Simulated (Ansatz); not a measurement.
# BH2OP, SMILES B1OP1: the energy of protonation at one site

Computed with Ansatz 0.2.0, Python API.

The script, `bh2op_pa.py`:
```python
# -*- coding: utf-8 -*-
'''Proton affinity of BH2OP at one site.'''

import ansatz
import numpy as np

GEOMETRY = '''
B    -0.29640   -0.80040   -0.11930
O    -0.74850    0.31530    0.78150
P     0.23110    1.13820   -0.30800
H    -0.60900   -1.61650   -0.85610
H     1.47270    0.88980    0.46050
'''

geometry = ansatz.Crystal.molecule()
for line in GEOMETRY.strip().splitlines():
    symbol, *xyz = line.split()
    geometry = geometry.atom(symbol, [float(v) for v in xyz])

job = (
    geometry.calculation()
    .basis(gaussian='cc-pVDZ')
    .functional('r2scan')
)
symbols = [site.symbol for site in geometry.cartesian_sites]
start = np.array([site.position_ang for site in geometry.cartesian_sites], dtype=float)
r = job.relax(force_tolerance=0.01).run(threads=1).report
end = np.array(r['positions_ang'])

# start the new hydrogen opposite the existing bonds
away = sum((end[1] - end[j]) / np.linalg.norm(end[1] - end[j]) for j in [0, 2]) + np.array([0.15, 0.1, -0.2])
proton = end[1] + 1.0 * away / np.linalg.norm(away)
acid = ansatz.Crystal.molecule()
for symbol, place in zip(symbols, end):
    acid = acid.atom(symbol, place.tolist())
acid = acid.atom('H', proton.tolist())
protonated = (
    acid.calculation()
    .basis(gaussian='cc-pVDZ')
    .functional('r2scan')
    .charge(1)
    .relax(force_tolerance=0.01, max_steps=80)
)
after = protonated.run(threads=1).report
xyz = np.array(after['positions_ang'])
reach = np.linalg.norm(xyz[:-1] - xyz[-1], axis=1)
print(f'base {r["free_energy_ev"]:.5f} eV, protonated {after["free_energy_ev"]:.5f} eV')
print(f'the proton ends {reach.min():.3f} A from {symbols[reach.argmin()]}{reach.argmin()}')
print(f'electronic proton affinity {23.060548 * (r["free_energy_ev"] - after["free_energy_ev"]):.1f} kcal/mol')
```

```console
$ python bh2op_pa.py
base -12042.36053 eV, protonated -12049.90209 eV
the proton ends 0.983 A from O1
electronic proton affinity 173.9 kcal/mol
```

Caveats:
- Total energies depend on the basis set; only differences at equal settings carry meaning.
- The proton is put on one chosen atom, which needn't be the most basic site, so the molecule's proton affinity can be higher; the ends are stationary points, not checked by frequencies, and zero-point and thermal terms count only where printed.
- Timing: 49 s on 1 thread of Arm Neoverse V2 (shared host), peak memory 0.21 GiB.
